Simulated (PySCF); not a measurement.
**Excitation energies in several basis sets**

Species: C₆H₈.
Numbering: `[CH:1]1=[CH:2][C@@H:3]2[CH2:4][C@@H:5]2[CH2:6]1` (hydrogens: H7 on C1; H8 on C2; H9 on C3; H10, H11 on C4; H12 on C5; H13, H14 on C6)

Cartesian coordinates in Å at the PBE0-D3(BJ)/def2-SVP level; atoms count from 1:
```
atom  x, y, z in Å
C1    -1.3183   -0.7427   -0.1836
C2    -1.1074    0.4088   -0.8352
C3     0.1145    1.0998   -0.3413
C4     1.3996    0.3374   -0.5459
C5     0.6603    0.1993    0.7492
C6    -0.3047   -0.9661    0.9095
H7    -2.1139   -1.4562   -0.4119
H8    -1.7213    0.7899   -1.6548
H9     0.1466    2.1912   -0.2749
H10    1.3856   -0.4956   -1.2563
H11    2.3337    0.9053   -0.5229
H12    1.1178    0.6290    1.6438
H13    0.1985   -1.9453    0.8184
H14   -0.7849   -0.9587    1.9046
```

TDDFT with PBE0 (PySCF), vertical singlets, core orbitals frozen in the response, spherical d and f functions. Isolated species at its PBE0-D3(BJ)/def2-SVP geometry, gas phase.

**Question.** Compare 6-31G*, def2-SVP, def2-SVPD and def2-TZVP for this molecule.

**Answer.** 

| basis | functions | diffuse | S1 (eV) | S2 (eV) | S3 (eV) | S4 (eV) | S5 (eV) | LUMO (eV) | α (au) |
| --- | --- | --- | --- | --- | --- | --- | --- | --- | --- |
| 6-31G* | 100 | no | 6.53 | 7.20 | 8.00 | 8.44 | 8.62 | 0.88 | 55.5 |
| def2-SVP | 124 | no | 6.45 | 7.12 | 7.36 | 8.05 | 8.32 | 0.56 | 57.7 |
| def2-SVPD | 184 | yes | 6.23 | 6.45 | 6.95 | 7.06 | 7.18 | 0.35 | 64.7 |
| def2-TZVP | 234 | no | 6.23 | 6.90 | 6.95 | 7.48 | 7.80 | 0.40 | 64.2 |

States are compared by their number. Against the only diffuse basis here (def2-SVPD, itself not a converged limit), sets without diffuse functions differ by up to 0.30 eV in S1 and 1.44 eV in S5. State by state, the largest deviation of a set without diffuse functions is S1 0.30, S2 0.74, S3 1.05, S4 1.38, S5 1.44 eV. The same number needn't mean the same state in each row. Against def2-SVPD the polarisability deviates by -14% in 6-31G*, -11% in def2-SVP, -1% in def2-TZVP.
